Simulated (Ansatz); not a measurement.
The input, for Ansatz 0.2.0:

```yaml
crystal:
  periodic: [false, false, false]
  atoms:
    - {symbol: B, position_ang: [0.000000, 0.000000, 1.378062]}
    - {symbol: Al, position_ang: [0.000000, 0.000000, -0.616560]}
    - {symbol: H, position_ang: [0.000000, 1.043975, 1.963476]}
    - {symbol: H, position_ang: [0.000000, -1.043975, 1.963476]}
    - {symbol: H, position_ang: [0.000000, 0.000000, -2.203146]}
basis:
  gaussian: {orbitals: cc-pVDZ}
magnetization: {spin_polarized: false, initial_magnetization: 1}
correlation: {method: ccsd_t, electrons: outside_noble_gas}
```

```sh
$ ansatz run in.yaml --threads 1 --pin off --events-out ev --progress --plain --max-ram 2393MiB
```

Roughly how long does this take on 1 thread of Arm Neoverse N1, shared host, and how much host memory?

4.5 s wall and 0.12 GiB.

```
441 factors; integrals over basis functions are off by at most 9.5e-4 eV
mean field evaluation 1: about -7298.3382 eV, gradient 1.5e1 eV
mean field evaluation 2: about -7298.3718 eV, gradient 1.5e1 eV
mean field evaluation 4: about -7299.6313 eV, gradient 1.7e0 eV
mean field evaluation 8: about -7299.6696 eV, gradient 3.4e-1 eV
mean field evaluation 16: about -7299.6732 eV, gradient 1.0e-6 eV
mean field evaluation 32: about -7298.3335 eV, gradient 4.4e-1 eV
mean field evaluation 64: about -7296.6859 eV, gradient 3.6e-2 eV
mean field evaluation 96: about -7298.3364 eV, gradient 8.6e-4 eV
mean field evaluation 128: about -7296.1246 eV, gradient 9.1e-2 eV
mean field evaluation 160: about -7296.6859 eV, gradient 3.1e-3 eV
mean field -7299.67321334 eV, -268.2580426942 hartree, gradient 1.0e-6 eV, S^2 0.750000; 5 other end points of the search recorded, 0 dependent functions left out
mean field evaluation 192: about -7299.7349 eV, gradient 1.9e-4 eV
determinant -7299.67321334 eV, -268.2580426942 hartree, with singles and doubles -7304.50088211 eV, -268.4354562490 hartree
determinant -7298.33636260 eV, -268.2089143355 hartree, with singles and doubles -7303.01521122 eV, -268.3808588507 hartree
determinant -7296.68589373 eV, -268.1482607232 hartree, with singles and doubles -7301.52717450 eV, -268.3261745100 hartree
6 core orbitals not correlated: weight in the atoms' cores, before any rotation towards them, 1.000 or more for the frozen orbitals, at most 0.000 for the correlated occupied ones
reference -7299.67321334 eV, -268.2580426942 hartree; 5, 4 occupied and 36, 37 virtual orbitals, 441 factors
second order -3.87873713 eV of doubles, -0.03287968 eV of singles
cycle   1  -4.82775131 eV  change   -8.3e-5 eV  update   8.8e-4
cycle   2  -4.82786715 eV  change   -1.2e-4 eV  update   6.1e-4
cycle   3  -4.82785946 eV  change    7.7e-6 eV  update   2.8e-4
cycle   4  -4.82782436 eV  change    3.5e-5 eV  update   8.0e-5
cycle   5  -4.82789101 eV  change   -6.7e-5 eV  update   2.1e-5
cycle   6  -4.82792690 eV  change   -3.6e-5 eV  update   7.1e-6
cycle   7  -4.82792748 eV  change   -5.8e-7 eV  update   1.7e-6
perturbative correction -0.13849908 eV, -0.0050897473 hartree
Total energy: -7304.63963990 eV, -268.4405555038 hartree
```

For the same geometry and basis UCCSDT(Q) lies 40.2 meV lower.
